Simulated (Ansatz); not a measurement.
Input file:

```yaml
crystal:
  periodic: [false, false, false]
  atoms:
    - {symbol: Si, position_ang: [0.000000, 0.000000, 0.000000]}
    - {symbol: H, position_ang: [0.000000, 0.000000, 1.518600]}
basis:
  gaussian: {orbitals: cc-pVQZ}
total_charge: 1
magnetization: {spin_polarized: true, initial_magnetization: 0}
correlation: {method: ccsdt_q, electrons: outside_noble_gas}
```

```sh
$ ansatz run in.yaml --threads 1 --pin off --events-out ev --progress --plain --max-ram 2393MiB
```

Output:

```
1008 factors; integrals over basis functions are off by at most 2.0e-7 eV
mean field evaluation 1: about -7868.3002 eV, gradient 5.7e0 eV
mean field evaluation 2: about -7868.2997 eV, gradient 5.7e0 eV
mean field evaluation 4: about -7868.6242 eV, gradient 3.0e-1 eV
mean field evaluation 8: about -7868.6254 eV, gradient 6.7e-7 eV
mean field evaluation 16: about -7868.6279 eV, gradient 1.1e-1 eV
mean field evaluation 32: about -7868.6286 eV, gradient 2.1e-6 eV
mean field evaluation 64: about -7868.6281 eV, gradient 5.8e-2 eV
mean field evaluation 96: about -7866.4124 eV, gradient 1.9e-3 eV
mean field evaluation 128: about -7866.4122 eV, gradient 7.0e-2 eV
mean field -7868.62862612 eV, -289.1667684618 hartree, gradient 7.8e-6 eV, S^2 0.075878; 7 other end points of the search recorded, 0 dependent functions left out
determinant -7868.62862612 eV, -289.1667684618 hartree, with singles and doubles -7871.32859400 eV, -289.2659904514 hartree
determinant -7866.41240112 eV, -289.0853236953 hartree, with singles and doubles -7868.57884169 eV, -289.1649389179 hartree
determinant -7868.62539703 eV, -289.1666497949 hartree, with singles and doubles -7871.34400110 eV, -289.2665566519 hartree
determinant -7868.62862612 eV, -289.1667684618 hartree, with singles and doubles -7871.21434225 eV, -289.2617917769 hartree
determinant -7868.62539703 eV, -289.1666497949 hartree, with singles and doubles -7871.21513797 eV, -289.2618210191 hartree
5 core orbitals not correlated: weight in the atoms' cores, before any rotation towards them, 1.000 or more for the frozen orbitals, at most 0.000 for the correlated occupied ones
reference -7868.62539703 eV, -289.1666497949 hartree; 2, 2 occupied and 82, 82 virtual orbitals, 1008 factors
second order -2.01850673 eV of doubles, -0.00000000 eV of singles
cycle   1  -2.36779497 eV  change   -3.5e-1 eV  update   6.1e-2
cycle   2  -2.64847261 eV  change   -2.8e-1 eV  update   3.0e-2
cycle   3  -2.64418445 eV  change    4.3e-3 eV  update   6.5e-3
cycle   4  -2.64802805 eV  change   -3.8e-3 eV  update   3.0e-3
cycle   5  -2.64835632 eV  change   -3.3e-4 eV  update   8.1e-4
cycle   6  -2.64765485 eV  change    7.0e-4 eV  update   3.3e-4
cycle   7  -2.64772666 eV  change   -7.2e-5 eV  update   1.4e-4
cycle   8  -2.64780324 eV  change   -7.7e-5 eV  update   3.7e-5
cycle   9  -2.64778081 eV  change    2.2e-5 eV  update   9.4e-6
cycle  10  -2.64777819 eV  change    2.6e-6 eV  update   2.5e-6
cycle  11  -2.64777755 eV  change    6.4e-7 eV  update   7.7e-7
cycle  12  -2.64777791 eV  change   -3.6e-7 eV  update   2.0e-7
perturbative correction -0.00154956 eV, -0.0000569452 hartree
Total energy: -7871.27472449 eV, -289.2640107835 hartree
```

For the same geometry and basis full CI lies 0.3 meV lower.

Ran on 1 thread of Arm Neoverse V2, shared host: 47 s wall, 0.97 GiB peak host memory.
